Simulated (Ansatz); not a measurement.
Born–Oppenheimer molecular dynamics of FH₂Si (4 atoms, charge 0, multiplicity 2). It starts from a relaxed structure.

All numbers below come from Ansatz, UKS CAM-B3LYP-D4/def2-mTZVP.

```
ensemble        : NVT, Langevin thermostat
time step       : 3 fs
steps asked     : 40
set temperature : 1000 K
friction        : 0.05 /fs
seed            : 147344
```

First frame:

```xyz
4
Properties=species:S:1:pos:R:3
F 1.244 0.661 -0.450
Si -0.072 -0.255 -0.289
H -1.247 0.646 -0.213
H 0.076 -1.051 0.953
```

Problem. What does the run give?

Solution. All steps were run.

| Property | Result |
| --- | --- |
| steps done | 40 |
| time covered | 120 fs |
| mean temperature over the second half | 901 K |
| spread of the potential energy over the second half | 20.8 meV per atom |
| mean potential energy of the second half above the start | 55.3 meV per atom |

A step of 3 fs is long for free X–H stretches (periods near 10 fs) and can bias their spread and the temperature. A run of 0.12 ps of so small a system gives no equilibrium averages.

Problem. What happens to the structure?

Solution. The same pairs are bonded in the first frame and the last. Pairs count as bonded within 1.25 times the sum of covalent radii (0.12 Å more for H–H). Another seed would give other details.

Problem. How do temperature and energy run in time?

Solution. 
| time (fs) | T (K) | potential energy less start (eV) |
| --- | --- | --- |
| 0.0 | 750 | 0.000 |
| 9.0 | 454 | 0.162 |
| 18.0 | 438 | 0.059 |
| 27.0 | 358 | 0.169 |
| 36.0 | 664 | 0.087 |
| 45.0 | 560 | 0.242 |
| 54.0 | 1007 | 0.270 |
| 63.0 | 1255 | 0.264 |
| 72.0 | 1111 | 0.256 |
| 81.0 | 853 | 0.289 |
| 90.0 | 369 | 0.084 |
| 99.0 | 660 | 0.346 |
| 108.0 | 384 | 0.225 |
| 117.0 | 778 | 0.239 |

The run took 39 s on 1 thread of Intel(R) Xeon(R) 6975P-C (Granite Rapids), with other jobs on the host, peak memory 0.12 GiB.
